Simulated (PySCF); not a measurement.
oxetane: calculation against experiment

**Experimental background.**

From NIST CCCBDB Release 22 (SRD 101), experimental dipoles, for the gas: dipole moment (microwave Stark effect) 1.94 D.

The runs below try to reproduce these values; the comparison stands at the end.

Oxetane, C₃H₆O.
Numbering: `[CH2:1]1[CH2:2][O:3][CH2:4]1` (hydrogens: H5, H6 on C1; H7, H8 on C2; H9, H10 on C4)

Cartesian coordinates in Å at the GFN2-xTB level; atoms count from 1:
```
atom  x, y, z in Å
C1    -0.084    0.625   -0.486
C2     1.062   -0.197    0.109
O3     0.144   -1.043    0.806
C4    -0.988   -0.332    0.297
H5    -0.123    1.662   -0.165
H6    -0.181    0.569   -1.567
H7     1.664   -0.761   -0.610
H8     1.723    0.337    0.798
H9    -1.575    0.121    1.101
H10   -1.632   -0.977   -0.306
```

The PySCF runs (gas phase, on this GFN2-xTB geometry; no spin–orbit coupling):

| level | job | basis functions | wall time |
| --- | --- | --- | --- |
| CAM-B3LYP/def2-SVPD | 8 singlets by full TDDFT, 3 Tamm–Dancoff triplets, polarisability | 131 | 9.8 s |

Hardware: Arm Neoverse V2, one thread, no GPU, shared host.

Results beside the measurements:

**Dipole moment.** Measured: 1.94 D (NIST CCCBDB Release 22 (SRD 101), experimental dipoles).

| level | computed (D) | computed − measured (D) | % (from the printed values) |
| --- | --- | --- | --- |
| CAM-B3LYP/def2-SVPD | 2.05 | +0.11 | +6 |

The computed dipoles belong to one fixed geometry; measured ones are averaged over vibrations unless marked μe. Magnitudes are compared, not signs.

The geometry is computed, not the measured one. Where a level misses, the cause wasn't examined.
